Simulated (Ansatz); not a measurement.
## SbH, singlet: the ladder up to full CI

Geometry: a point of a stretch scan, not a stationary point.

```xyz
2

Sb    0.0000    0.0000    0.0000
H     0.0000    0.0000    3.7340
```

Basis def2-SVP with its core potentials; Ansatz 0.2.0. Only valence electrons are correlated (noble-gas cores and the filled d shells of p-block atoms frozen), which leaves 6 electrons in 22 orbitals. Prefix R: restricted or restricted open-shell reference; prefix U: unrestricted. Active spaces: pair = (2e, 2o) about the gap; valence = (6e, 5o) chosen from the atoms' valence shells. No spin–orbit coupling is included; scalar relativity enters through the core potentials alone.

Full CI is exact within this basis and frozen core; it isn't the basis-set limit. The frozen core follows each run's orbitals, which can shift R against U totals by a few meV for light atoms and by up to 0.1 eV past Ca.

The determinant fills πx and πy unequally, so it is a mixture of Σ and Δ, which weighs on every level built on one determinant.

RHF is unstable: UHF (⟨S²⟩ = 2.01) lies 4.23 eV below the lowest RHF solution. Higher spins weren't run at this geometry and may lie near or lower.

```
UHF ⟨S²⟩                          : 2.011
T1 diagnostic (RCCSD)             : 0.0858
largest doubles amplitude (RCCSD) : 0.711
```

| level | E − E(full CI) (kJ/mol) | share of correlation (%) | wall time |
| --- | --- | --- | --- |
| RHF | 503.0 | 0.00 | – |
| RMP2 | 218.5 | 56.55 | – |
| CISD | 104.4 | 79.23 | 0.66 s |
| RCCSD* | 45.6 | 90.94 | – |
| RCCSD(T)* | -0.3 | 100.06 | 1.4 s |
| BCCD(T)* | 3.6 | 99.28 | 1.6 s |
| RCCSDT* | 2.6 | 99.48 | – |
| CISDTQ | 9.9 | 98.04 | 1.6 s |
| RCCSDT(Q)* | -2.1 | 100.42 | 2.7 s |
| RCCSDTQ* | 0.2 | 99.96 | 13 s |
| CASSCF (valence space) | 170.7 | 66.07 | – |
| NEVPT2 (valence space) | 39.8 | 92.09 | 0.81 s |
| MRCISD (valence space) | 5.1 | 98.99 | – |
| MRCISD+Q (valence space) | -3.5 | 100.70 | 1.1 s |

An asterisk marks runs whose energy the program itself flagged as in doubt.

The correlation energy at full CI, counted from RHF, is -5.213 eV. That run took 4.5 s on 1 thread of Arm Neoverse V1, shared host over 594,800 determinants.

Run but not shown, since their state, orbitals or frozen core can't be matched to the reference's or they repeat it: UHF, UMP2, UCCSD, UCCSD(T), UCCSDT, UCCSDT(Q), CASSCF (pair space), NEVPT2 (pair space), MRCISD (pair space), MRCISD+Q (pair space).

Times hold each run's SCF and search for its determinant on a shared host, so for small cases they say little of a method's own cost; they ran on 1 thread of Arm Neoverse V1.

More than 5 meV below full CI, which no variational method can be: RCCSDT(Q), MRCISD+Q (valence space).

The full-CI state has the irrep A1 of C2v, in the program's axes (one component, if the state is degenerate).

Natural occupations of full CI about the gap: 1.952 1.275 1.010 0.970 0.716 0.019 0.011 0.010 0.010 0.006; effectively unpaired electrons, Σ n²(2−n)², 3.71. No single determinant describes this state well, so single-reference rows can miss without a flag.
